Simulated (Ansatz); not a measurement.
## FePt (P4/mmm)

Method: Ansatz, DFT PBE, scalar-relativistic, plane waves, PAW.

Plane waves to 420 eV, a k mesh through Γ of 16×16×12 on the computed 2-atom cell and Gaussian smearing (0.10 eV); collinear spin from starting moments 3.28 0.42 μB.

The structure is relaxed at this level of theory with its symmetry kept. Whether it is the stable form of this composition wasn't checked.

```cif
data_structure
_symmetry_space_group_name_H-M 'P 1'
_symmetry_Int_Tables_number 1
_cell_length_a 2.7288
_cell_length_b 2.7288
_cell_length_c 3.7665
_cell_angle_alpha 90.000
_cell_angle_beta 90.000
_cell_angle_gamma 90.000
_cell_volume 28.05
loop_
_atom_site_label
_atom_site_type_symbol
_atom_site_fract_x
_atom_site_fract_y
_atom_site_fract_z
_atom_site_occupancy
Fe1 Fe 0.00000 0.00000 0.00000 1
Pt1 Pt 0.50000 0.50000 0.50000 1
```

| Quantity | Value |
| --- | --- |
| Space group | P4/mmm (No. 123) |
| Volume per atom | 14.02 Å³ |
| Formation energy from the elements' standard states (uncorrected) | -0.229 eV/atom |
| Kohn–Sham band gap | none (metal) |
| Density of states at the Fermi level | 1.32 states/eV per cell |
| Löwdin character within 0.5 eV of the Fermi level | Fe 3d 65 %, Pt 5d 21 %, unprojected 5 % |
| Bader charges (e) | Fe (1 in the cell) 0.66, Pt (1 in the cell) -0.66 |
| Total moment | 3.30 μB per cell |
| Site moments (μB; atoms counted from 1 over the whole cell) | Fe (atom 1) 2.98, Pt (atom 2) 0.38 |

Spin-orbit coupling is left out, which matters for the bands of heavy elements. Only parallel moments were tried here.

Only this magnetic start was tried.